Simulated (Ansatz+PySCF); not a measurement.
Results of a calculation; reference values are marked as such.
## PySCF 2.14.0 run

```python
from pyscf import gto, scf, mp

mol = gto.M(atom="""
C -0.030650 1.470920 0.000000
C 1.207240 0.740180 0.000000
C 1.198220 -0.691790 0.000000
C -0.037390 -1.415590 0.000000
C -1.289180 -0.708920 0.000000
C -1.223930 0.706640 0.000000
H -0.040480 2.566800 0.000000
H 2.160170 1.283840 0.000000
H 2.147650 -1.239940 0.000000
H -0.031750 -2.512680 0.000000
H -2.243150 -1.248350 0.000000
""", basis='cc-pvtz', charge=0, spin=1)
mf = scf.UHF(mol)
mf.kernel()
pt = mp.MP2(mf, frozen=6).run()
print(mf.e_tot, pt.e_corr, pt.e_tot)
```

The script is written out from the run's settings.

Output:

```
Converged                       : yes
Reference energy                : -230.11216 hartree
Correlation energy              : -0.91071 hartree
Total energy                    : -231.02288 hartree
Spin squared of the determinant : 0.861
```

The reference isn't the lowest determinant (another lies 0.49 eV lower), but the same method gives a higher total on the lower determinant. Caution: the unrestricted determinant is spin contaminated.
